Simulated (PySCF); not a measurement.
PySCF input (M06-2X/6-31G* (5d)):

```python
from pyscf import gto, dft

mol = gto.M(
    atom='''
    Li   -0.00000000   -0.00000000   -1.17116215
    F     0.00000000    0.00000000    0.39038738
    ''',
    basis='6-31g*',
    charge=1,
    spin=1,
    symmetry='C2v',
    verbose=4,
)

mf = dft.UKS(mol, xc='m062x')
mf.grids.level = 4
mf.conv_tol = 1e-9
mf.max_cycle = 100
mf.max_memory = 1500
mf.kernel()
if not mf.converged:
    mf = mf.newton()
    mf.kernel(mf.make_rdm1())
mf.dip_moment()
```

From the last part of the output:

```
alpha HOMO (B1) = -0.595039816857275  LUMO (A1) = -0.0829720350987027
beta  HOMO (B1) = -0.595039816857275  LUMO (B2) = -0.595039816857275

WARN: HOMO -0.595039816857275 >= LUMO -0.595039816857275

WARN: alpha-B1 HOMO -0.595039816857275 > system LUMO -0.595039816857275

WARN: alpha-B2 HOMO -0.595039816857275 > system LUMO -0.595039816857275

WARN: beta-B1 HOMO -0.595039816857275 > system LUMO -0.595039816857275

cycle= 1 E= -106.954446376269  delta_E= 0.141  |g|= 0.108  |ddm|= 0.798
alpha HOMO (B1) = -0.922216400003978  LUMO (A1) = -0.238015879661828
beta  HOMO (B1) = -0.889087828502402  LUMO (B2) = -0.5173439914823
  HOMO = -0.889087828502  LUMO = -0.517343991482  gap/eV = 10.11567
cycle= 2 E= -106.958961474654  delta_E= -0.00452  |g|= 0.0615  |ddm|= 0.0924
alpha HOMO (B1) = -0.888562907620638  LUMO (A1) = -0.238076303286072
beta  HOMO (B1) = -0.853415567735889  LUMO (B2) = -0.481958677003465
  HOMO = -0.853415567736  LUMO = -0.481958677003  gap/eV = 10.10786
cycle= 3 E= -106.960126577251  delta_E= -0.00117  |g|= 0.0109  |ddm|= 0.0383
alpha HOMO (B1) = -0.892387700563782  LUMO (A1) = -0.238397317853438
beta  HOMO (B1) = -0.854517960344343  LUMO (B2) = -0.482199326292352
  HOMO = -0.854517960344  LUMO = -0.482199326292  gap/eV = 10.13131
cycle= 4 E= -106.96019288397  delta_E= -6.63e-05  |g|= 0.00174  |ddm|= 0.0091
alpha HOMO (B1) = -0.89291347707578  LUMO (A1) = -0.238139384458558
beta  HOMO (B1) = -0.853988316061663  LUMO (B2) = -0.482041145332756
  HOMO = -0.853988316062  LUMO = -0.482041145333  gap/eV = 10.12120
cycle= 5 E= -106.960195341639  delta_E= -2.46e-06  |g|= 0.000269  |ddm|= 0.00216
alpha HOMO (B1) = -0.893015464502253  LUMO (A1) = -0.238141840348531
beta  HOMO (B1) = -0.853907208613067  LUMO (B2) = -0.482053684851281
  HOMO = -0.853907208613  LUMO = -0.482053684851  gap/eV = 10.11865
cycle= 6 E= -106.960195393472  delta_E= -5.18e-08  |g|= 3.74e-05  |ddm|= 0.000313
alpha HOMO (B1) = -0.893026726811116  LUMO (A1) = -0.238151540483023
beta  HOMO (B1) = -0.85389133808638  LUMO (B2) = -0.482051846790201
  HOMO = -0.853891338086  LUMO = -0.48205184679  gap/eV = 10.11827
cycle= 7 E= -106.960195394743  delta_E= -1.27e-09  |g|= 4.33e-06  |ddm|= 5.36e-05
alpha HOMO (B1) = -0.893028667397237  LUMO (A1) = -0.238149220105055
beta  HOMO (B1) = -0.853891173000899  LUMO (B2) = -0.48205240852444
  HOMO = -0.853891173001  LUMO = -0.482052408524  gap/eV = 10.11825
cycle= 8 E= -106.960195394759  delta_E= -1.62e-11  |g|= 2.34e-07  |ddm|= 6.26e-06
alpha HOMO (B1) = -0.893028583437235  LUMO (A1) = -0.238149394636562
beta  HOMO (B1) = -0.853891108149546  LUMO (B2) = -0.482052307134958
  HOMO = -0.85389110815  LUMO = -0.482052307135  gap/eV = 10.11825
Extra cycle  E= -106.960195394759  delta_E= -5.68e-14  |g|= 8.28e-08  |ddm|= 2.74e-07
converged SCF energy = -106.960195394759  <S^2> = 0.75137127  2S+1 = 2.0013708

WARN: System has nonzero charge 1; the dipole moment is origin-dependent.
Location of origin: [0. 0. 0.]

Dipole moment(X, Y, Z, Debye):  0.00000,  0.00000, -5.06690
```

The dipole moment of an ion depends on the origin.
